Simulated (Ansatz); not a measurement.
An input meant for MgS₂⁻ (charge -1, doublet).

```yaml
crystal:
  periodic: [false, false, false]
  atoms:
    - {symbol: Mg, position_ang: [-0.402942, 0.168946, -0.827934]}
    - {symbol: S, position_ang: [0.539279, -0.642431, 0.060673]}
    - {symbol: S, position_ang: [-0.136338, 0.381715, 0.657653]}
basis:
  gaussian: {orbitals: def2-mTZVP}
total_charge: -1
magnetization: {spin_polarized: true, initial_magnetization: 1}
hamiltonian: {xc: {name: CAM-B3LYP}, dispersion: d4}
scf: {omitted_lower_state_checks: [starts]}
```

```sh
$ ansatz run in.yaml --threads 4 --pin off --events-out ev --progress --plain --max-ram 3916MiB
```

It prints (some lines left out):

```
Functional definition: CAM-B3LYP
530 factors; integrals over basis functions are off by at most 8.0e-4 eV
157 factors; integrals over basis functions are off by at most 7.6e-6 eV
mean field evaluation 1: about -27082.1918 eV, gradient 8.3e0 eV
mean field evaluation 2: about -27082.4969 eV, gradient 5.7e0 eV
mean field evaluation 4: about -27082.6437 eV, gradient 2.1e-1 eV
mean field evaluation 8: about -27083.0000 eV, gradient 2.1e-2 eV
mean field evaluation 16: about -27083.0000 eV, gradient 1.1e-4 eV
mean field evaluation 32: about -27083.1213 eV, gradient 1.4e-4 eV
mean field -27083.12130037 eV, -995.2863501897 hartree, gradient 3.6e-6 eV, S^2 0.754785; 1 other end points of the search recorded, 0 dependent functions left out
reference -27083.12138463 eV, -995.2863532861 hartree; 23, 22 occupied and 35, 36 virtual orbitals, 530 factors
Total energy: -27083.20661173 eV, -995.2894853242 hartree
Checks for a lower state left out: starts
```

In this input the geometry is squeezed to about two thirds of its size. Self-consistency was reached. The result belongs to that input, not to the species as meant.

The highest occupied level of an anion often lies above zero with these methods, and sets without diffuse functions describe the outer electron poorly.
